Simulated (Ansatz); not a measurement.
Input file:

```yaml
crystal:
  periodic: [false, false, false]
  atoms:
    - {symbol: B, position_ang: [0.000000, 0.000000, 0.950764]}
    - {symbol: O, position_ang: [0.000000, 0.000000, -3.074236]}
    - {symbol: H, position_ang: [0.000000, 0.000000, 2.123471]}
basis:
  gaussian: {orbitals: 6-31G}
correlation: {method: fci, electrons: outside_noble_gas}
```

```sh
$ ansatz run in.yaml --threads 1 --pin off --events-out ev --progress --plain --max-ram 2393MiB
```

Log:

```
362 factors; integrals over basis functions are off by at most 9.9e-8 eV
mean field evaluation 1: about -2677.5238 eV, gradient 6.9e1 eV
mean field evaluation 2: about -2677.5229 eV, gradient 6.9e1 eV
mean field evaluation 4: about -2697.7646 eV, gradient 4.4e1 eV
mean field evaluation 8: about -2714.7463 eV, gradient 1.9e0 eV
mean field evaluation 16: about -2713.0468 eV, gradient 2.4e1 eV
mean field evaluation 32: about -2714.7541 eV, gradient 5.6e-1 eV
mean field evaluation 64: about -2708.4420 eV, gradient 7.9e-1 eV
mean field evaluation 96: about -2677.5238 eV, gradient 6.9e1 eV
mean field -2714.75873496 eV, -99.7655433803 hartree, gradient 1.8e-6 eV, S^2 0.000000; 7 other end points of the search recorded, 0 dependent functions left out; unrestricted orbitals would lower it
determinant -2714.75873496 eV, -99.7655433803 hartree, with singles and doubles -2718.72632004 eV, -99.9113494426 hartree
determinant -2714.67783051 eV, -99.7625701967 hartree, with singles and doubles -2718.71858802 eV, -99.9110652962 hartree
determinant -2714.75873496 eV, -99.7655433803 hartree, with singles and doubles -2718.88781605 eV, -99.9172843116 hartree
determinant -2714.67783051 eV, -99.7625701967 hartree, with singles and doubles -2718.84296617 eV, -99.9156361088 hartree
unrestricted determinant -2717.11650261 eV, -99.8521897433 hartree, S^2 1.4815
2 core orbitals not correlated: weight in the atoms' cores, before any rotation towards them, 1.000 or more for the frozen orbitals, at most 0.000 for the correlated occupied ones
reference -2714.75873496 eV, -99.7655433803 hartree; 5, 5 occupied and 13, 13 virtual orbitals, 362 factors
state -2720.40056128 eV, -99.9728766732 hartree
Total energy: -2720.40056128 eV, -99.9728766732 hartree
```

Natural occupations: 1.9891 1.9648 1.4984 1.4792 1.0408 0.9477 0.5142 0.4951 0.0185 0.0116 0.0115 0.0096 0.0060 0.0052 0.0027 0.0026 0.0025 0.0006.

Ran on 1 thread of Intel Xeon Platinum 8375C, shared host: 6.7 min wall, 1.7 GiB peak host memory.
